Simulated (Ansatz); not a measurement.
**Ligand exchange: MgH(NH2) + CH2O2 → MgH(OH) + CH3NO**

Species: MgH(NH2), singlet; CH2O2 (formic acid) `O=CO`, singlet; MgH(OH), singlet; CH3NO (formamide) `NC=O`, singlet. The partners trade NH2 for OH: Mg–NH2 and C–OH bonds give way to Mg–OH and C–NH2.

Shapes, held fixed at every level: PBE0-D4/def2-TZVP. Flexible molecules stand in one conformer, not always the lowest. Programs: Ansatz 0.2.0. The zero-point and thermal change to 298 K, harmonic and unscaled (PBE0-D4/def2-TZVP), is +1.7 kJ/mol.

| level | kind | ΔH(298 K) (kJ/mol) | less CCSD(T)/def2-TZVPP |
| --- | --- | --- | --- |
| HF/def2-SVP | Hartree–Fock | -75.3 | -13.6 |
| SPW92/def2-TZVPP | LDA | -68.6 | -6.9 |
| BHLYP-D4/def2-TZVPP | global hybrid | -73.2 | -11.5 |
| wB97M-V/def2-TZVPP | range-separated hybrid | -66.6 | -4.9 |
| wB97X-V/def2-TZVPP | range-separated hybrid | -67.7 | -6.0 |
| MP2/def2-SVP | perturbation theory | -70.5 | -8.8 |
| CCSD/def2-SVP | coupled cluster or CI | -68.1 | -6.4 |
| CCSD(T)/def2-TZVPP | coupled cluster or CI | -61.7 | 0.0 |

The highest level, CCSD(T)/def2-TZVPP, gives ΔH(298 K) = -61.7 kJ/mol; the levels span -75.3 to -61.7. The column of differences is taken from that level and isn't an error. No measured value is set beside it here. Correlated rows may include outer-core shells of Mg, which these sets cover unevenly.
